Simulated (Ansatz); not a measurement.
## Cubic perovskite KTaO3: smallest direct gap on the k points sampled by level of theory

No measured value is used here.

```
level (code)           value (eV)
---------------------  ----------
LDA+SOC (Ansatz)             2.49
BLYP (Ansatz)                2.87
r²SCAN+SOC (Ansatz)          3.07
PBE0 (Ansatz)                4.96
Hartree–Fock (Ansatz)       12.64
```

At these levels the smallest gap is indirect and lower: LDA+SOC 1.93, BLYP 2.27, r²SCAN+SOC 2.48, PBE0 4.33, Hartree–Fock 11.95 eV. Computed values are for a static lattice. Levels without +SOC have no spin–orbit coupling; where heavier elements are present it shifts gaps, mostly down, and can invert bands.  Values are at the measured cell. Cutoffs and k meshes differ between the levels. Ansatz's density-functional and Hartree–Fock values are scalar-relativistic unless marked +SOC, with PAW data made under PBE.

Ansatz is an electronic-structure program.
